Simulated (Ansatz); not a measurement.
Geometry optimisation, UKS PBE/STO-3G in Ansatz 0.2.0.

Input file:

```yaml
crystal:
  periodic: [false, false, false]
  atoms:
    - { symbol: C, position_ang: [-1.3318, -0.2389, -0.8322] }
    - { symbol: C, position_ang: [-0.1764, -0.0195, -0.2806] }
    - { symbol: C, position_ang: [0.4611, -1.0868, 0.5144] }
    - { symbol: O, position_ang: [0.7085, -0.625, 1.8614] }
    - { symbol: C, position_ang: [0.62, 1.2477, -0.4483] }
    - { symbol: F, position_ang: [-0.0203, 2.1651, -1.2393] }
    - { symbol: H, position_ang: [-1.8161, 0.595, -1.4311] }
    - { symbol: H, position_ang: [-1.8978, -1.1029, -0.743] }
    - { symbol: H, position_ang: [1.492, -1.2946, 0.1702] }
    - { symbol: H, position_ang: [-0.0753, -2.0213, 0.5617] }
    - { symbol: H, position_ang: [-0.2756, -0.4778, 2.2221] }
    - { symbol: H, position_ang: [1.6135, 1.0585, -0.8635] }
    - { symbol: H, position_ang: [0.7185, 1.7658, 0.523] }
magnetization:
  spin_polarized: true
basis:
  gaussian: { orbitals: STO-3G }
hamiltonian:
  xc: pbe
relax:
  f_tol: 0.02
  max_steps: 40
```

Command:

```bash
$ ansatz run input.yaml --threads 1 --pin off --max-ram 2048MiB --backend cpu --events-out ev --progress --plain --runs-dir out
```

Q: Where does it end, and by what steps?

A: The forces met the threshold. The force dipped under the threshold on the way, but the program's further checks kept it going. Limits of this set-up: minimal basis. After 9 steps the energy has fallen by 0.723 eV; H13 moved furthest, 0.24 Å.

| step | energy less start (eV) | largest force component (eV/Å) | accepted |
| --- | --- | --- | --- |
| 0 | 0.0000 | 3.826 | yes |
| 1 | -0.6850 | 0.720 | yes |
| 2 | -0.7065 | 0.370 | yes |
| 3 | -0.7173 | 0.197 | yes |
| 4 | -0.7217 | 0.067 | yes |
| 5 | -0.7223 | 0.048 | yes |
| 6 | -0.7227 | 0.020 | yes |
| 7 | -0.7230 | 0.035 | yes |
| 8 | -0.7231 | 0.029 | yes |
| 9 | -0.7232 | 0.008 | yes |

```xyz
13
Properties=species:S:1:pos:R:3
C -1.376 -0.210 -0.868
C -0.161 -0.039 -0.315
C 0.518 -1.093 0.596
O 0.640 -0.632 1.997
C 0.626 1.299 -0.492
F -0.119 2.281 -1.174
H -1.833 0.591 -1.473
H -1.951 -1.143 -0.749
H 1.567 -1.273 0.257
H -0.044 -2.060 0.508
H -0.361 -0.486 2.234
H 1.587 1.073 -1.042
H 0.928 1.657 0.536
```

Whether the end is a true minimum wasn't checked by a vibrational analysis.

Time of the run: 36 s on 1 thread of Arm Neoverse V2, on a shared host, peak memory 0.15 GiB.
